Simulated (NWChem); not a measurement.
# Which level was it?

The species is C2H4NP (8 atoms), meant as a singlet with charge 0. SMILES: `CNC#P`. Geometry: relaxed at GFN2-xTB.

```xyz
8

C    -0.3335    0.8896   -0.2057
N    -0.2947   -0.4383    0.3657
C     0.7648   -1.2091    0.2385
P     2.0676   -2.0632    0.1497
H    -0.7048    0.8859   -1.2370
H    -0.9822    1.5240    0.4000
H     0.6740    1.3022   -0.2012
H    -1.1912   -0.8913    0.4900
```

Orbital energies are those of the mean-field step.

A calculation with NWChem 7.3.0 gave:

* total energy: -473.1307 Eh
* dipole moment: 3.41 D
* HOMO energy: -8.29 eV
* LUMO energy: 2.41 eV
* HOMO–LUMO gap: 10.70 eV
* largest force: 1.183 eV/Å

Which of these levels gave the numbers?
A. B3LYP/pcseg-2
B. HF/pcseg-1
C. MP2/6-311+G**
D. MP2/6-31G** (spherical functions)

B. The others give -474.7632 Eh (B3LYP/pcseg-2), -473.8137 Eh (MP2/6-311+G**), -473.7282 Eh (MP2/6-31G** (spherical functions)).
